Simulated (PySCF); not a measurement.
## Field gradients at the hydrogen positions

Compound: C5H9P.
Cartesian coordinates in Å at the GFN2-xTB level; atoms count from 1:
```
atom  x, y, z in Å
C1     3.593    0.092   -0.096
C2     2.321    0.187   -0.463
P3     1.008   -0.766    0.344
C4    -0.317   -0.242   -0.539
C5    -1.708   -0.714   -0.283
C6    -2.627    0.450    0.093
H7     3.901   -0.561    0.705
H8     4.375    0.657   -0.578
H9     2.028    0.848   -1.271
H10   -0.211    0.490   -1.333
H11   -2.100   -1.193   -1.187
H12   -1.708   -1.456    0.519
H13   -2.651    1.191   -0.703
H14   -3.640    0.094    0.265
H15   -2.270    0.931    1.001
```

Level: PBE0/pcSseg-1 (PySCF, non-relativistic); Q(2H) = 0.00286 b; rigid geometry, the same for H and D, with no vibrational averaging.

Question: Rank these positions by the coupling χzz of a deuteron there, largest first.
A. H7 (vinylic hydrogen)
B. H12 (methylene hydrogen)
C. H9 (vinylic hydrogen)
D. H13 (methyl hydrogen)

Answer: A (224 kHz), C (217 kHz), D (211 kHz), B (202 kHz).

Q: Give the electric field gradient Vzz (the principal value of largest size), its asymmetry and the 2H coupling at each hydrogen.

A: 
| atom | bonded to | bond length (Å) | Vzz (au) | η | χzz (kHz) |
| --- | --- | --- | --- | --- | --- |
| H7 | C1 | 1.078 | 0.3326 | 0.05 | 224 |
| H8 | C1 | 1.079 | 0.3339 | 0.04 | 224 |
| H9 | C2 | 1.084 | 0.3236 | 0.05 | 217 |
| H10 | C4 | 1.085 | 0.3231 | 0.05 | 217 |
| H11 | C5 | 1.096 | 0.2986 | 0.01 | 201 |
| H12 | C5 | 1.092 | 0.3005 | 0.03 | 202 |
| H13 | C6 | 1.088 | 0.3140 | 0.03 | 211 |
| H14 | C6 | 1.088 | 0.3159 | 0.02 | 212 |
| H15 | C6 | 1.088 | 0.3130 | 0.02 | 210 |

Q: How does χzz go with the bond length over the 9 C–H bonds?

A: A straight-line fit has a slope of -14.4 kHz for each 0.01 Å, with a correlation coefficient of -0.98, over lengths from 1.078 to 1.096 Å. The longer bonds have the smaller couplings here.

Q: Give the 2H NMR doublet splittings at H15 for a magnetic field along the z, y and x axes of the gradient: 3χ/2, 3χ(1 + η)/4, 3χ(1 − η)/4.

A: With |χ| = 210.4 kHz and η = 0.021: 316, 161 and 154 kHz, to first order and without motion.

The structure is a single GFN2-xTB conformer in the gas phase; no vibrational or solvent corrections. GFN2-xTB bond lengths can be off by several hundredths of an ångström, more for odd bonds, and the gradients follow them. A larger basis could move these couplings by a tenth or more.
